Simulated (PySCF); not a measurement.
# From orbital energies to excitation energies

Compound: C₃H₆FNS.
Geometry (GFN2-xTB, Å), atoms numbered from 1 in this order:
```
atom  x, y, z in Å
N1     1.559    0.611    0.528
C2     0.928   -0.557    0.348
S3     1.438   -1.937    1.067
C4    -0.277   -0.532   -0.554
C5    -1.432    0.245    0.073
F6    -1.135    1.589    0.121
H7     1.174    1.474    0.180
H8     2.330    0.649    1.174
H9    -0.605   -1.555   -0.735
H10   -0.015   -0.067   -1.509
H11   -2.342    0.151   -0.527
H12   -1.621   -0.073    1.102
```

The calculation used PySCF, TDDFT B3LYP/def2-SVPD, vertical, gas phase, core orbitals frozen in the response.

Orbital energies (eV): HOMO-3 -9.80, HOMO-2 -9.65, HOMO-1 -6.72, HOMO -5.98, LUMO -1.34, LUMO+1 0.18, LUMO+2 0.83.

Problem. Among the lowest singlets, which states do these configurations lead, and at what energies: HOMO→LUMO+2, HOMO→LUMO, HOMO-1→LUMO, HOMO→LUMO+1, HOMO-1→LUMO+1?

Solution. 

| state | leading configuration | weight | Δε (eV) | E (eV) | E − Δε (eV) | f | other configurations |
| --- | --- | --- | --- | --- | --- | --- | --- |
| S1 | HOMO→LUMO | 0.99 | 4.64 | 3.31 | -1.33 | 0.0001 | – |
| S2 | HOMO-1→LUMO | 0.77 | 5.38 | 5.10 | -0.28 | 0.160 | H→L+1 (16%) |
| S3 | HOMO→LUMO+1 | 0.81 | 6.16 | 5.42 | -0.74 | 0.105 | H-1→L (14%) |
| S4 | HOMO-1→LUMO+1 | 0.94 | 6.90 | 6.01 | -0.89 | 0.0064 | – |
| S5 | HOMO→LUMO+2 | 0.89 | 6.81 | 6.16 | -0.65 | 0.027 | – |

E − Δε runs from -1.33 to -0.28 eV. By orbital difference alone the order would be S1, S2, S3, S5, S4. Δε is the difference of the two orbital energies.

H and L stand for HOMO and LUMO. The other states: S6 6.34 eV, f 0.023, H→L+3 (86%); S7 6.38 eV, f 0.0036, H→L+4 (59%), H→L+5 (29%); S8 6.47 eV, f 0.040, H→L+5 (67%), H→L+4 (32%).

Problem. Pair triplets and singlets of the same leading configuration (75% or more in both) and give the splittings.

Solution. 

```json
{"configuration": "HOMO→LUMO", "triplet": "T1", "E(T) (eV)": "2.99", "singlet": "S1", "E(S) (eV)": "3.31", "E(S) − E(T) (eV)": "+0.32"}
{"configuration": "HOMO-1→LUMO", "triplet": "T2", "E(T) (eV)": "3.32", "singlet": "S2", "E(S) (eV)": "5.10", "E(S) − E(T) (eV)": "+1.79"}
{"configuration": "HOMO→LUMO+1", "triplet": "T3", "E(T) (eV)": "5.23", "singlet": "S3", "E(S) (eV)": "5.42", "E(S) − E(T) (eV)": "+0.19"}
```

The 3 triplets are Tamm–Dancoff values, the singlets full response.

Summed over the main configurations (up to three a state, each over 8%) of all 8 singlets, the electron leaves HOMO with weight 5.58 and HOMO-1 with weight 1.84.

One conformer stands for the species.
